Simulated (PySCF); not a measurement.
**Assignment exercise: C3H3F3**

Mapped SMILES: `[F:1][CH2:2][CH:3]=[C:4]([F:5])[F:6]`. Each H is labelled by its parent atom.

[PySCF 2.14: PBE0-D3(BJ)/def2-SVP geometry; J couplings at B3LYP/pcJ-1; PBE/pcSseg-2 with gauge-including orbitals; no solvent; one computed conformer; fast rotation and ring inversion assumed for equivalent nuclei; relativity neglected]

Referencing at the same level of theory: TMS for $^{13}$C, $^{1}$H.

Problem. Assign these signals to the numbered atoms. $^{13}$C{$^{1}$H} NMR (computed): δ 172.8 (ddd, J = 371.7, 369.8, 12.1 Hz), 81.2 (dd, J = 238.6, 7.9 Hz), 81.1 (dt, J = 24.7, 19.7 Hz).

Solution. 
172.8 → C4, fully substituted alkene carbon
81.2 → C2, allylic sp3 CH2 bonded to F: pulled downfield by the heteroatom
81.1 → C3, alkene CH

C2 and C3 lie closer than the usual error of such a calculation, so a measured spectrum could show them in the other order.

Problem. Assign these signals to the numbered atoms. $^{1}$H NMR (400 MHz, computed): δ 5.04 (ddt, J = 55.2, 9.7, 2.1 Hz, 2H), 4.54 (dtd, J = 19.3, 9.7, 4.8 Hz, 1H).

Solution. 
5.04 → H(C2), hydrogen on an allylic sp3 CH2 bonded to F: its carbon carries F, an electronegative neighbour
4.54 → H(C3), hydrogen on an alkene CH: attached to an sp2 carbon and in the plane of the double bond

Common functionals overestimate the size of one-bond C–F couplings by tens of Hz; these are unscaled. Multiplet labels drop couplings under 1 Hz and merge nearly equal ones. Unscaled 3J(H,H) at this level run about 10 % above measured values. Shifts are as computed, not scaled to solution data. Of 1211 compounds with measured shifts, 218 miss one by over three times the rms of a fit or turn the order of signals round; such compounds aren't used in these exercises. Couplings across =CH–CH2 type bonds come from one rotamer and its mirror image, and can be 1–2 Hz further off. 3J across rotatable bonds or in flexible rings reflects this conformer alone.
